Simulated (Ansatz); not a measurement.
**AlH4 (doublet): from Hartree-Fock to the top rungs at distance Al1–H4 along a hydrogen transfer = 1.717 Å, cc-pVTZ**

An exercise on one series of results from a longer session: the logs are not shown, and one member is left open.

Program: Ansatz 0.2.0, Gaussian basis. Level of theory: cc-pVTZ, core rule «outside noble gas», up to 5 orbitals frozen. These are calculated values, not measurements.

The runs, in order: UHF; CCSD(T) on ROHF; CCSD(T) on UHF; BCCD(T) on ROHF; CCSDT(Q) on ROHF; CCSDT(Q) on UHF; CASSCF and MRCISD+Q, 3 electrons in 3 orbitals; CASSCF and NEVPT2, 3 electrons in 3 orbitals.

9 further runs of the same task are left out: 9 for a known fault of the program.

## The system

The geometry derives from fragments relaxed apart (PBE0/def2-TZVP) and kept rigid, so it is no stationary point. A hydrogen atom is moved between rigid fragments.

5 atoms, charge 0, spin multiplicity 2.

Atoms are counted from 1 here; the program's logs count them from 0.

Bond lengths: Al1–H2 1.586 Å, Al1–H3 1.586 Å, Al1–H4 1.717 Å. Angles: H2–Al1–H3 120.0°, H2–Al1–H4 120.0°, H3–Al1–H4 120.0°.

The first run:

File in.yaml:

```yaml
crystal:
  periodic: [false, false, false]
  atoms:
    - {symbol: Al, position_ang: [-0.089998, 0.000000, 0.000000]}
    - {symbol: H, position_ang: [-0.882922, 1.373384, 0.000000]}
    - {symbol: H, position_ang: [-0.882922, -1.373384, 0.000000]}
    - {symbol: H, position_ang: [1.627002, 0.000000, 0.000000]}
    - {symbol: H, position_ang: [2.548002, 0.000000, 0.000000]}
basis:
  gaussian: {orbitals: cc-pVTZ}
magnetization: {spin_polarized: true, initial_magnetization: 1}
hamiltonian: {xc: hf}
output: {orbitals: {seedname: orbitals}}
```

The run is started by

```console
> ansatz run in.yaml --threads 1 --pin off --events-out ev --progress --plain --max-ram 2816MiB --backend cpu
```

Among the steps run: UHF; CCSD(T) on ROHF; CCSD(T) on UHF; BCCD(T) on ROHF; CCSDT(Q) on ROHF; CCSDT(Q) on UHF; CASSCF and MRCISD+Q, 3 electrons in 3 orbitals; CASSCF and NEVPT2, 3 electrons in 3 orbitals.

One of the session's tables, all rows but one given; the rest of the session is left out.

It belongs to the step «Misses and costs». 

```
       method  from UCCSDT(Q) (kJ/mol)
         ROHF                   +378.8
          UHF                   +362.4
         RMP2                    +79.9
         UMP2                    +81.9
        RCCSD                     +8.7
        UCCSD                        ?
     RCCSD(T)                     +2.0
     UCCSD(T)                     +2.0
      BCCD(T)                     +2.0
       RCCSDT                     +0.2
       UCCSDT                     +0.2
    RCCSDT(Q)                     +0.1
    UCCSDT(Q)                        0
  CASSCF pair                   +324.1
  NEVPT2 pair                    +80.1
  MRCISD pair                    +20.3
MRCISD+Q pair                     -0.7
```

Q: Estimate the row for UCCSD from the others.

As computed: from UCCSDT(Q) (kJ/mol): +8.4. In the column «from UCCSDT(Q) (kJ/mol)» it lies between BCCD(T) (+2.0) and RCCSD (+8.7).

Caveats from the session: Restricted and unrestricted rows rest on different reference determinants; where their highest levels disagree by more than a few hundredths of an eV, they describe different states and don't form one ladder.
